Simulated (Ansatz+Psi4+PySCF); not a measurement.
Values are calculated unless marked as measured or tabulated.
Input for PySCF 2.14.0:

```python
from pyscf import gto, scf, mp

mol = gto.M(atom="""
Li -0.015800 -0.012750 1.607910
O 0.671570 0.029070 0.007250
O -0.675490 -0.026840 -0.012220
""", basis={'Li': 'cc-pcvtz', 'O': 'cc-pvtz'}, charge=0, spin=1)
mf = scf.UHF(mol)
mf.kernel()
pt = mp.MP2(mf, frozen=2).run()
print(mf.e_tot, pt.e_corr, pt.e_tot)
```

The script is written out from the run's settings.

The run gave:

* Converged: yes
* Reference energy: -157.15877 hartree
* Correlation energy: -0.51174 hartree
* Total energy: -157.67051 hartree
* Spin squared of the determinant: 0.788

Messages of the program:
```
WARN: HOMO -0.31031525463036 >= LUMO -0.31031525463036
WARN: HOMO -0.31031525463036 >= LUMO -0.31031525463036
```
